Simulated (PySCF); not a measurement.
Compound: butyronitrile, C4H7N.
SMILES: `CCCC#N`

A PySCF run (density fitting, gas phase, GFN2-xTB geometry) gave HOMO -10.77 eV, LUMO 1.01 eV, dipole 4.09 D.

**Question.** Which of these levels was it?
A. X3LYP/3-21G
B. PBE0/pcSseg-1
C. HF/6-311G**
D. CAM-B3LYP/def2-SVPD

**Answer.** D. It is CAM-B3LYP/def2-SVPD. All candidates on this geometry:

```csv
level and settings,kind,basis functions,SCF cycles,E (Eh),HOMO (eV),LUMO (eV),dipole (D)
PBE0/pcSseg-1,global hybrid,120,14,-211.0954,-9.32,0.66,4.00
"X3LYP/3-21G, grid level 1, energy threshold 1e-07 Eh",global hybrid,59,8,-210.1217,-8.86,1.44,3.59
CAM-B3LYP/def2-SVPD,range-separated hybrid,156,12,-211.1134,-10.77,1.01,4.09
"HF/6-311G**, energy threshold 1e-07 Eh",Hartree–Fock,132,8,-210.0476,-12.35,3.65,4.15
```

The nearest other candidate, by the summed differences of HOMO and LUMO, is PBE0/pcSseg-1: its HOMO differs by +1.45 eV and its LUMO by -0.35 eV. Cycle counts include a coarse-grid stage where the run had one. All basis functions are spherical, in the Pople sets too.

Shape of the structure used: `[CH3:1][CH2:2][CH2:3][C:4]#[N:5]`: C1–C2–C3–C4 -64°.
